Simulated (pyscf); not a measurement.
H₃Si–S–SiH₃ (SMILES [SiH3]S[SiH3]) + HF (SMILES F) -> F–SiH₃ (SMILES F[SiH3]) + H₃Si–SH (SMILES [SiH3]S), a four-centre exchange (singlet surface; S–Si, F–H broken, F–Si, H–S formed). Single points on ωB97X-D3(BJ)/def2-SVP structures (PySCF, gas phase). Energies in eV from the separated reactants.

Small-basis levels: PySCF, no dispersion term, spherical d functions. 

**Question.** In single points HF/STO-3G puts the saddle at 2.26 eV and the reaction energy at -0.42 eV. Should these be trusted to within a few kcal/mol? Compare with ωB97M-D3(BJ)/def2-TZVP.

**Answer.** ωB97M-D3(BJ)/def2-TZVP gives ΔE‡ = 1.01 eV and ΔE = -0.73 eV. HF/STO-3G lies 1.25 eV over it in the barrier and 0.31 eV over it in the reaction energy, so on this step it does not hold to within 0.13 eV. ωB97M-D3(BJ)/def2-TZVP has limits of its own. On the reactant side the descent ends in a complex, 0.25 eV under the separated species and 1.31 eV under the saddle at ωB97X-D3(BJ)/def2-TZVP. This is the saddle that the search found; another between the same sides may lie lower.
